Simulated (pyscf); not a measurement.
Optimised with ωB97X-D3(BJ)/def2-SVP in PySCF.

**Question.** What is the homolytic dissociation enthalpy (298 K, ωB97M-D3(BJ)/def2-TZVP) of the N–Si bond of H₂N–Al(NH₂)–NH–SiH₃, to •HN–Al(NH₂)–NH₂ + SiH₃•?

**Answer.** N–Si to •HN–Al(NH₂)–NH₂ + SiH₃•: 113.2 kcal/mol. The 7 functionals that were run give +105.5 (r²SCAN) to +114.8 kcal/mol (ωB97X-D3(BJ)/def2-TZVP). The radicals are drawn with the spin at the cut bond; how far it spreads was not checked. Other isomers of •HN–Al(NH₂)–NH₂ were not searched in full and may lie lower.
